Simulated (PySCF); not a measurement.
# Basis set benchmark on one molecule

Molecule: `C[SiH3]`, CH₆Si.

Molfile (atoms numbered from 1):
```
CH6Si
     RDKit          3D

  8  7  0  0  0  0  0  0  0  0999 V2000
   -0.9624   -0.1429    0.0077 C   0  0  0  0  0  0  0  0  0  0  0  0
    0.8986    0.1136   -0.0402 Si  0  0  0  0  0  4  0  0  0  0  0  0
   -1.4349    0.5500    0.7206 H   0  0  0  0  0  0  0  0  0  0  0  0
   -1.2046   -1.1707    0.3188 H   0  0  0  0  0  0  0  0  0  0  0  0
   -1.4108    0.0291   -0.9826 H   0  0  0  0  0  0  0  0  0  0  0  0
    1.2345    1.5106   -0.4567 H   0  0  0  0  0  0  0  0  0  0  0  0
    1.5383   -0.8292   -1.0099 H   0  0  0  0  0  0  0  0  0  0  0  0
    1.4976   -0.1273    1.3095 H   0  0  0  0  0  0  0  0  0  0  0  0
  1  2  1  0
  1  3  1  0
  1  4  1  0
  1  5  1  0
  2  6  1  0
  2  7  1  0
  2  8  1  0
M  END
```

Geometry PBE0-D3(BJ)/def2-SVP throughout; GIAO in PySCF 2.14.0 with density-fitted response routines, gas phase, one conformer, non-relativistic; equivalent atoms averaged; functional PBE0.

Reference values (measured; C. Corminboeuf, T. Heine, J. Weber, Chem. Phys. Lett. 357 (2002) 1): δ(Si2) = -65.2 ppm vs TMS. Computed shifts are taken against TMS, calculated as an isolated molecule at each level.

Question: How do the basis sets STO-3G, 6-31G, pcSseg-0, 6-31G*, def2-SVP, cc-pVDZ, pcSseg-1, 6-311+G(2d,p), def2-TZVP, aug-cc-pVDZ, IGLO-III, cc-pVTZ, pcSseg-2 perform against the reference? Times are CPU seconds on 1 thread of an Arm Neoverse V1, shared host.

Answer: 
```csv
basis set,functions,Si2,abs. error Si,core-s
STO-3G,20,-63.7,1.5,1.1
6-31G,34,-51.8,13.4,1.9
pcSseg-0,34,-107.2,42.0,1.7
6-31G*,44,-42.3,22.9,2.1
def2-SVP,62,-67.4,2.2,2.4
cc-pVDZ,62,-60.8,4.4,3
pcSseg-1,71,-69.2,4.0,2.9
"6-311+G(2d,p)",98,-69.4,4.2,4
def2-TZVP,104,-70.4,5.2,4.4
aug-cc-pVDZ,104,-69.9,4.7,4.5
IGLO-III,139,-71.1,5.9,5.9
cc-pVTZ,148,-65.3,0.1,6.7
pcSseg-2,163,-70.3,5.1,5.4
```

For ²⁹Si the closest is cc-pVTZ (0.1 ppm) and the furthest pcSseg-0 (42.0 ppm). Where a smaller basis beats a larger one, errors probably cancel; the largest sets show where the functional converges. One molecule is a small sample, and vibrational and solvent effects are absent from the calculation.

A small basis that lands close on one nucleus may do so by chance; judge by the trend and by all nuclei.
